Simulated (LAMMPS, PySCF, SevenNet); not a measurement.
# Lattice parameter a of rock-salt NaCl: levels of theory against measurement

Reference value: 5.569 Å (measured, static lattice: zero-point anharmonic expansion removed; as tabulated in Mejia-Rodriguez and Trickey (2018), arXiv:1807.09216).

### Question
What do ionic model joung2008, SevenNet-l3i5, PBE, PBE0, CCSD give, and how far is each from the reference?

### Answer

```csv
level (code),value (Å),error (%)
"ionic model joung2008 (rigid ions, set for SPC/E water, LAMMPS)",5.721,+2.73
SevenNet-l3i5,5.691,+2.19
PBE (PySCF),5.698 ± 0.02,+2.32
PBE0 (PySCF),5.659 ± 0.02,+1.62
CCSD (PySCF),5.626 ± 0.02,+1.02
```

Of the ranked levels CCSD (+1.02 %) comes nearest. Among them ionic model joung2008 (+2.73 %) misses by most. Every level misses the reference by more than 0.3 %. Even the nearest is off by 1.02 %. All 5 levels lie above the reference.

A ± on a computed value is a rough bar: the spread of its extrapolation, a floor set from checks against published values, or a statistical error.

Empirical potentials (ionic model joung2008) are fitted to chosen data: where that held the value shown, agreement is built in, and what lay outside the fit can be far off. Machine-learned potentials (SevenNet-l3i5) are trained on DFT data: a solid inside that data is no test of them.

Differences are worked out from the printed values.
